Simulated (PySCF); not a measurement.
Electrostatic solvation of a mixed set.

Level: CAM-B3LYP/def2-SVPD in PySCF, non-relativistic, each on one gas-phase PBE0-D3(BJ)/def2-SVP geometry that isn't relaxed in the solvent. The solvent is an IEF-PCM continuum (van der Waals radii × 1.2). Only the electrostatic response of the medium enters.

Question: Order them by E(solvent) − E(gas) in chloroform (ε = 4.711), most negative first (kJ/mol).
A. `[S]=[Zn]`
B. `[O:1]=[S:2]1[O:3][CH2:4][CH2:5][O:6]1` with O1–S2–O3–C4 94°, S2–O3–C4–C5 -8°, O3–C4–C5–O6 32°, C4–C5–O6–S2 -45° (ethylene sulfite)
C. `CP(C)(C)=S`

Answer: A (-119.2), C (-30.7), B (-21.3).

| SMILES | charge | ΔE (kJ/mol) | polarisation term (kJ/mol) | HOMO shift (eV) | dipole gas (D) | dipole solvent (D) | atoms | lowest singlet, gas (eV) | lowest singlet, solvent (eV) |
| --- | --- | --- | --- | --- | --- | --- | --- | --- | --- |
| [S]=[Zn] | 0 | -119.2 | -173.1 | +0.32 | 5.96 | 10.26 | 2 | 0.83 | 2.18 |
| CP(C)(C)=S | 0 | -30.7 | -37.2 | -0.32 | 5.16 | 6.77 | 14 | 5.94 | 6.13 |
| O=S1OCCO1 | 0 | -21.3 | -24.1 | -0.07 | 3.57 | 4.35 | 10 | 6.03 | 6.11 |

The polarisation term is half the interaction of the solute with the induced surface charges. Singlets are vertical TDDFT energies (frozen core, non-equilibrium response), the lowest in each medium.
